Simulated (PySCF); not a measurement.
**A diatomic session: AlO+**

One table from this session's results is given with a row withheld; the runs are named, their logs left out.

The runs use PySCF 2.14.0; Al jorge-DZP-DKH, O jorge-DZP-DKH, spin-free X2C with a Gaussian nucleus.

Set-up of the first run:

Settings of the job:

```yaml
atoms: Al, O
charge: 1
basis: Al jorge-DZP-DKH, O jorge-DZP-DKH
Hamiltonian: spin-free X2C with a Gaussian nucleus
basis_functions: 39
electrons_treated: 20
masses_in_u: 26.9815, 15.9949
levels: PBE0, PBE, r²SCAN, revPBE, M06-2X, LDA, CAM-B3LYP, HF, MP2, SCS-MP2, CCSD, CCSD(T)
grid: 80 radial by 434 angular points
occupations: held fixed by the projection of orbital angular momentum
dissociation_limit: Al+ + O, each in its ground configuration
starting_distance_in_angstrom: 1.895
values_of_2S_to_try: 0, 2
```

Steps of the session up to this table: The job; The PBE0 curve of the state that the search chose; Higher solutions at PBE0; PBE (GGA); r²SCAN (meta-GGA); revPBE; M06-2X (hybrid meta-GGA); LDA (local density); CAM-B3LYP (range-separated hybrid); UHF (mean field); MP2 and coupled cluster.

One of the session's tables, all rows but one given; the rest of the session is left out.

Energy (eV) from each level's lowest point:

| R (Å) | UHF | UHF-MP2 | UHF-SCS-MP2 | UHF-CCSD | UHF-CCSD(T) |
| --- | --- | --- | --- | --- | --- |
| 1.539 | 0.714 | 0.856 | 0.867 | n/a | n/a |
| 1.611 | 0.264 | 0.348 | 0.358 | 0.401 | 0.418 |
| 1.683 | 0.051 | 0.083 | 0.091 | 0.126 | 0.135 |
| 1.736 | 0.000 | 0.002 | 0.007 | 0.030 | 0.033 |
| 1.790 | 0.011 | 0.000 | 0.000 | 0.000 | 0.000 |
| 1.844 | ? | ? | ? | ? | ? |
| 1.915 | 0.124 | 0.275 | 0.250 | 0.075 | 0.087 |
| 2.005 | 0.153 | 0.566 | 0.508 | 0.181 | 0.208 |
| 2.112 | 0.125 | 0.754 | 0.661 | 0.308 | 0.349 |
| 2.255 | 0.055 | 0.835 | 0.711 | n/a | n/a |

Q: Estimate the row for R (Å) = 1.844 from the others.

Worked estimate for «UHF». A straight line through the neighbours (1.790, 0.011) and (1.915, 0.124) gives 0.011 + (0.124 − 0.011) × (1.844 − 1.790) / (1.915 − 1.790) = 0.060; a parabola fitted to 4 rows on both sides gives 0.067.

As computed: UHF: 0.057; UHF-MP2: 0.069; UHF-SCS-MP2: 0.062; UHF-CCSD: 0.015; UHF-CCSD(T): 0.016. In «UHF» the line misses by +0.003 and the parabola by +0.010.

State 3 has its PBE0 minimum 0.76 eV higher. The other levels ran on the lowest alone.

Limits of these values: At some levels the lowest empty orbital lies below the highest filled one (the two can be of opposite spin).
